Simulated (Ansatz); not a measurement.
in.yaml

```yaml
crystal:
  periodic: [false, false, false]
  atoms:
    - {symbol: Ga, position_ang: [0.000000, 0.000000, 0.000000]}
    - {symbol: H, position_ang: [0.000000, 0.000000, 1.475000]}
basis:
  gaussian: {orbitals: cc-pVTZ}
magnetization: {spin_polarized: false, initial_magnetization: 2}
hamiltonian: {xc: {name: PBE}}
correlation: {method: bccd_t, electrons: outside_noble_gas}
scf: {lower_state_search: off}
```

```sh
$ ansatz run in.yaml --threads 1 --pin off --events-out ev --progress --plain --max-ram 2393MiB
```

Log:

```
these checks for a lower state are left out or cut short: stability, starts, cluster_reference, orbital_swaps, neighbouring_geometries, increment
359 factors; integrals over basis functions are off by at most 1.5e-3 eV
mean field evaluation 1: about -52382.9005 eV, gradient 2.3e1 eV
mean field evaluation 2: about -52382.8980 eV, gradient 2.3e1 eV
mean field evaluation 4: about -52383.9147 eV, gradient 2.5e0 eV
mean field evaluation 8: about -52383.9288 eV, gradient 2.0e0 eV
mean field evaluation 16: about -52383.9482 eV, gradient 2.1e-6 eV
mean field -52383.94815177 eV, -1925.0745874623 hartree, gradient 2.1e-6 eV, S^2 2.000000; 0 other end points of the search recorded, 0 dependent functions left out
14 core orbitals not correlated: weight in the atoms' cores, before any rotation towards them, 0.997 or more for the frozen orbitals, at most 0.002 for the correlated occupied ones
reference -52348.08919984 eV, -1923.7567952848 hartree; 3, 1 occupied and 40, 42 virtual orbitals, 359 factors
second order -1.25857572 eV of doubles, -0.18667586 eV of singles
cycle   1  -1.68743439 eV  change   -2.4e-1 eV  update   4.2e-2
cycle   2  -1.77056480 eV  change   -8.3e-2 eV  update   1.5e-2
cycle   3  -1.77291880 eV  change   -2.4e-3 eV  update   4.1e-3
cycle   4  -1.77265301 eV  change    2.7e-4 eV  update   1.9e-3
cycle   5  -1.77170335 eV  change    9.5e-4 eV  update   7.9e-4
cycle   6  -1.77148275 eV  change    2.2e-4 eV  update   3.0e-4
cycle   7  -1.77145797 eV  change    2.5e-5 eV  update   7.0e-5
cycle   8  -1.77142303 eV  change    3.5e-5 eV  update   1.9e-5
cycle   9  -1.77142085 eV  change    2.2e-6 eV  update   5.3e-6
cycle  10  -1.77142125 eV  change   -4.1e-7 eV  update   1.3e-6
perturbative correction -0.03397991 eV, -0.0012487385 hartree
Total energy: -52349.89460100 eV, -1923.8231425537 hartree
Checks for a lower state left out: stability, starts, cluster_reference, orbital_swaps, neighbouring_geometries, increment
```

Ran on 1 thread of Arm Neoverse V2, shared host: 1.3 s wall, 0.12 GiB peak host memory.
